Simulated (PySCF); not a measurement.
J couplings in pentane

Geometry:
```tsv
atom	x (Å)	y (Å)	z (Å)
C1	-2.545	-0.270	0.309
C2	-1.239	0.429	0.650
C3	-0.016	-0.236	0.034
C4	1.298	0.457	0.370
C5	2.513	-0.214	-0.250
H6	-3.409	0.233	0.768
H7	-2.713	-0.293	-0.780
H8	-2.543	-1.315	0.661
H9	-1.284	1.482	0.318
H10	-1.115	0.468	1.747
H11	0.032	-1.290	0.364
H12	-0.136	-0.275	-1.065
H13	1.246	1.510	0.039
H14	1.415	0.497	1.468
H15	2.440	-0.236	-1.349
H16	3.445	0.310	0.011
H17	2.611	-1.257	0.092
```

Indirect spin–spin couplings were computed at B3LYP/pcJ-1 (without the spin–dipole term) (PySCF 2.14) on a PBE0-D3(BJ)/def2-SVP structure, for the isolated molecule, without vibrational or relativistic corrections. Couplings are averaged over pairs made equivalent by symmetry, fast rotation or ring inversion, so a value needn't be that of the named pair in this geometry, while other rotamers aren't included; one pair stands for each set, and the list holds those of at least 0.8 Hz over up to four bonds.

Isotopes: 13C, 1H.

| pair | bonds | J (Hz) |
| --- | --- | --- |
| C1, C2 | 1 | 37.2 |
| C1, H6 | 1 | 131.3 |
| C2, C3 | 1 | 36.7 |
| C2, H9 | 1 | 129.4 |
| C3, H11 | 1 | ? |
| C1, H9 | 2 | ? |
| C2, H6 | 2 | ? |
| C2, H11 | 2 | ? |
| C3, H9 | 2 | -3.6 |
| H6, H7 | 2 | -13.9 |
| H9, H10 | 2 | -14.7 |
| H11, H12 | 2 | -14.4 |
| C1, C4 | 3 | 6.1 |
| C1, H11 | 3 | ? |
| C2, H13 | 3 | ? |
| C3, H6 | 3 | 5.9 |
| H6, H9 | 3 | 8.2 |
| H9, H11 | 3 | 14.6 |
| H9, H12 | 3 | 4.3 |

**Question.** Estimate the withheld couplings, with signs.

**Answer.** 
- 1J(C3,H11) = 128.6 Hz (bond length 1.106 Å, sp3 carbon)
- 2J(C1,H9) = -3.4 Hz
- 2J(C2,H6) = -3.5 Hz
- 2J(C2,H11) = -3.6 Hz
- 3J(C1,H11) = 2.7 Hz
- 3J(C2,H13) = 2.5 Hz
